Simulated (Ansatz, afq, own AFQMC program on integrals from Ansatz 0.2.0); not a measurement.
# NH4+ (singlet): quantum Monte Carlo beside coupled cluster at distance N1–H4 = 1.024 Å, 6-31G, part 2 of 2

Ansatz 0.2.0, Gaussian basis, and an in-house AFQMC program (afq) on its integrals; all values are calculated; 6-31G, frozen cores.

### Step 14. Phaseless AFQMC, single-determinant trial on RHF

It reads the integrals that the CCSD(T) run on this determinant wrote.

Run with:

```console
$ afq ham --method phaseless --trial hf --walkers 4000 --populations 20 --least-time 40 --time-step 0.005 --steps-per-block 20 --equilibration-blocks 112 --max-blocks 4000 --target-error 0.0008500000000000001 --factor-cut 1e-05 --seed 9759 --taylor-order 6
```

Standard output:

```text
orbitals 16  electrons 4 4  factors 107 of 260
reference energy -56.51604988 Eh
CCSD correlation -0.13262408 Eh in 8 cycles, weight of the determinant in the CISD state 0.9513
energy of the start -56.516050 Eh
 block  time / (1/Eh)  mean weight  energy / Eh
     1     0.100  1.0008  -56.549337
     2     0.200  1.0011  -56.573633
     3     0.300  1.0011  -56.590725
     4     0.400  1.0010  -56.604588
     5     0.500  1.0007  -56.616537
     6     0.600  1.0005  -56.624754
     7     0.700  1.0005  -56.628027
     8     0.800  1.0007  -56.633602
     9     0.900  1.0002  -56.638075
    10     1.000  1.0005  -56.639314
    11     1.100  1.0002  -56.642603
    16     1.600  1.0001  -56.649607
    21     2.100  1.0001  -56.653431
    26     2.600  1.0001  -56.652924
    31     3.100  1.0000  -56.652781
    36     3.600  1.0002  -56.655963
    41     4.100  1.0001  -56.644805
    46     4.600  0.9999  -56.645346
    51     5.100  0.9999  -56.645402
    56     5.600  0.9999  -56.649273
    61     6.100  1.0001  -56.649821
    66     6.600  1.0001  -56.651646
    71     7.100  1.0000  -56.652076
    76     7.600  1.0000  -56.651053
    81     8.100  1.0001  -56.653602
    86     8.600  1.0002  -56.656207
    91     9.100  1.0001  -56.650172
    96     9.600  0.9998  -56.650624
   101    10.100  0.9999  -56.646705
   106    10.600  1.0003  -56.653361
   111    11.100  1.0000  -56.648345
   116    11.600  0.9997  -56.651186
   121    12.100  1.0001  -56.651189
   126    12.600  0.9999  -56.652178
   131    13.100  1.0002  -56.656189
   136    13.600  0.9999  -56.650314
   141    14.100  0.9999  -56.654568
   146    14.600  1.0001  -56.652530
   151    15.100  0.9999  -56.648759
   156    15.600  1.0002  -56.651535
   161    16.100  0.9997  -56.649085
   166    16.600  1.0000  -56.646282
   171    17.100  1.0001  -56.649029
   176    17.600  0.9999  -56.650707
   181    18.100  0.9998  -56.645265
   186    18.600  1.0000  -56.652387
   191    19.100  1.0000  -56.642999
   196    19.600  1.0000  -56.651509
   201    20.100  1.0000  -56.651084
error from the spread of 20 populations
energy -56.650565 +/- 0.000831 Eh
```

Wall time 9.3 s (1 × NVIDIA H100 80GB HBM3 with 2 threads of AMD EPYC 7R13 (Zen 3), shared host); peak host memory 1.5 GiB.

Energy -1541.5404 ± 0.0226 eV. Caveats: constraint bias not in the error.

### Step 15. Free-projection AFQMC, CISD trial on RHF

It reads the integrals that the CCSD(T) run on this determinant wrote.

Run with:

```console
$ afq ham --method free --trial cisd --walkers 4000 --time-step 0.03 --max-blocks 4000 --target-error 0.00034 --factor-cut 1e-05 --seed 7440 --times 0,0.3,0.6,1.2,1.8,2.4,3.6,4.8,6 --taylor-order 8
```

Standard output:

```text
orbitals 16  electrons 4 4  factors 107 of 260
reference energy -56.51604988 Eh
CCSD correlation -0.13262408 Eh in 8 cycles, weight of the determinant in the CISD state 0.9513
repeat  energy at the last time / Eh  error
    10  -56.650501  0.000093
    20  -56.650479  0.000068
    30  -56.650433  0.000065
time / (1/Eh)  energy / Eh  error  mean overlap
  0.00  -56.648730  0.000041  1.0514
  0.30  -56.649866  0.000033  1.0514
  0.60  -56.650237  0.000027  1.0512
  1.20  -56.650361  0.000022  1.0526
  1.80  -56.650366  0.000026  1.0554
  2.40  -56.650405  0.000027  1.0545
  3.60  -56.650306  0.000041  1.0644
  4.80  -56.650431  0.000035  1.0686
  6.00  -56.650432  0.000062  1.0691
energy -56.650432 +/- 0.000062 Eh
```

Wall time 7.4 s (1 × NVIDIA H100 80GB HBM3 with 2 threads of AMD EPYC 7R13 (Zen 3), shared host); peak host memory 1.5 GiB.

Energy -1541.5368 ± 0.0017 eV. Caveats: remainder of the start not in the error.

### Step 16. UHF

File in.yaml:

```yaml
crystal:
  periodic: [false, false, false]
  atoms:
    - {symbol: N, position_ang: [0.000000, 0.000000, 0.000000]}
    - {symbol: H, position_ang: [0.590343, 0.592302, 0.590214]}
    - {symbol: H, position_ang: [-0.592921, -0.588246, 0.591684]}
    - {symbol: H, position_ang: [-0.588983, 0.589598, -0.594267]}
    - {symbol: H, position_ang: [0.591561, -0.593654, -0.587631]}
basis:
  gaussian: {orbitals: 6-31G}
total_charge: 1
magnetization: {spin_polarized: true, initial_magnetization: 0}
hamiltonian: {xc: hf}
output: {orbitals: {seedname: orbitals}}
```

Run with:

```console
$ ansatz run in.yaml --threads 1 --pin off --events-out ev --progress --plain --max-ram 24576MiB --backend cuda --devices 0, --max-vram 18GiB
```

Standard output:

```text
Functional definition: HF
  name "HF"
  cite "Fock, Z. Phys. 61, 126 (1930) doi:10.1007/BF01340294"
  parent pbe
  exchange = exact_x
  correlation = 0
260 factors; integrals over basis functions are off by at most 2.3e-4 eV
mean field evaluation 1: about -1534.4401 eV, gradient 3.0e1 eV
mean field evaluation 2: about -1534.4369 eV, gradient 3.0e1 eV
mean field evaluation 4: about -1537.8764 eV, gradient 8.3e-1 eV
mean field evaluation 8: about -1537.8801 eV, gradient 2.4e-6 eV
mean field -1537.88006243 eV, -56.5160498819 hartree, gradient 8.5e-6 eV, S^2 0.000000; 0 other end points of the search recorded, 0 dependent functions left out
reference -1537.88006243 eV, -56.5160498819 hartree; 5, 5 occupied and 12, 12 virtual orbitals, 260 factors
Total energy: -1537.88006243 eV, -56.5160498819 hartree
```

Wall time 1.8 s (1 × NVIDIA H100 80GB HBM3 with 1 thread of AMD EPYC 7R13 (Zen 3), shared host); peak host memory 1.5 GiB.

From the report: ⟨S²⟩ of the determinant 0.000 (pure singlet: 0.00).

### Step 17. All levels side by side

On the RHF determinant, counted from full CI (exact for this spin and basis):

| level | energy (eV) | from full CI (meV) | statistical error (meV) | time |
| --- | --- | --- | --- | --- |
| HF | -1537.8801 | +3655.6 |  |  |
| MP2 | -1541.0780 | +457.6 |  |  |
| CCSD | -1541.4889 | +46.7 |  |  |
| CCSD(T) | -1541.5251 | +10.5 |  |  |
| CCSDT(Q) | -1541.5356 | 0.0 |  |  |
| CCSDTQ | -1541.5353 | +0.3 |  |  |
| full CI | -1541.5356 | 0.0 |  |  |
| Phaseless AFQMC, CISD trial, step 0.005, 4000 walkers | -1541.5353 | +0.3 | 2.2 | 12 s |
| Phaseless AFQMC, single-determinant trial, step 0.005, 4000 walkers | -1541.5404 | -4.8 | 22.6 | 9.3 s |
| Free-projection AFQMC, CISD trial, step 0.03, 4000 walkers | -1541.5368 | -1.2 | 1.7 | 7.4 s |

The functionals' totals stand on their own zeros and serve differences with other points: PBE -1545.875 eV; r2SCAN -1546.887 eV; PBE0 -1546.048 eV; B3LYP -1547.947 eV; wB97M-V -1546.854 eV; B2PLYP -1545.519 eV.

### Step 18. Summary of results

The summary covers parts 1 to 2.

```
                                                     quantity            value
                                  CCSD(T) on RHF from full CI        +10.5 meV
              Phaseless AFQMC, CISD trial on RHF from full CI   +0.3 ± 2.2 meV
Phaseless AFQMC, single-determinant trial on RHF from full CI  -4.8 ± 22.6 meV
        Free-projection AFQMC, CISD trial on RHF from full CI   -1.2 ± 1.7 meV
```

In words: On RHF the phaseless walk with the CISD trial lies +0.3 meV from full CI, within three error bars. Free projection has no constraint; at the last time it gives -1.2 ± 1.7 meV. Error bars are statistical and leave out the constraint, the time step and what remains of the start.
